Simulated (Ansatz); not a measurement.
# CH7NSi: the cost of one run

Method: RKS BLYP/def2-mTZVP, in Ansatz 0.2.0.

### 1 The system as given

Bond lengths: Si1–C2 1.870 Å, C2–H3 1.110 Å, C2–H4 1.110 Å, C2–H5 1.110 Å, Si1–H6 1.460 Å, Si1–H7 1.459 Å, Si1–N8 1.819 Å, N8–H9 1.060 Å, N8–H10 1.060 Å. Angles (14 of 15 angles, heavy atoms first): C2–Si1–N8 109.5°, Si1–C2–H3 109.5°, Si1–C2–H4 109.5°, Si1–C2–H5 109.5°, C2–Si1–H6 109.5°, C2–Si1–H7 109.5°, H6–Si1–N8 109.5°, H7–Si1–N8 109.5°, Si1–N8–H9 120.0°, Si1–N8–H10 120.0°, H3–C2–H4 109.4°, H3–C2–H5 109.4°, H4–C2–H5 109.4°, H6–Si1–H7 109.5°.

Coordinates:

```xyz
10

Si    0.0000    0.0000    0.0000
C     0.0000    0.0000    1.8700
H    -0.9996   -0.3092    2.2405
H     0.7676   -0.7111    2.2405
H     0.2320    1.0203    2.2405
H     1.3768    0.0000   -0.4862
H    -0.6877    1.1914   -0.4862
N    -0.8572   -1.4851   -0.6061
H    -1.3922   -2.1014    0.0704
H    -0.8219   -1.7344   -1.6357
```

### 2 Preparing the start

input.yaml

```yaml
crystal:
  periodic: [false, false, false]
  atoms:
    - { symbol: Si, position_ang: [0.0, 0.0, 0.0] }
    - { symbol: C, position_ang: [0.0, 0.0, 1.87] }
    - { symbol: H, position_ang: [-0.9996, -0.3092, 2.2405] }
    - { symbol: H, position_ang: [0.7676, -0.7111, 2.2405] }
    - { symbol: H, position_ang: [0.232, 1.0203, 2.2405] }
    - { symbol: H, position_ang: [1.3768, 0.0, -0.4862] }
    - { symbol: H, position_ang: [-0.6877, 1.1914, -0.4862] }
    - { symbol: "N", position_ang: [-0.8572, -1.4851, -0.6061] }
    - { symbol: H, position_ang: [-1.3922, -2.1014, 0.0704] }
    - { symbol: H, position_ang: [-0.8219, -1.7344, -1.6357] }
basis:
  gaussian: { orbitals: def2-mTZVP }
hamiltonian:
  xc: blyp
relax:
  f_tol: 0.02
  max_steps: 40
```

Launch:

```console
> ansatz run input.yaml --threads 2 --pin off --max-ram 3072MiB --backend cpu --events-out ev --progress --plain --runs-dir out
```

Q: Estimate wall time and peak memory on 2 threads of Arm Neoverse V2, shared host.

About 15 s, with a peak of 0.14 GiB.
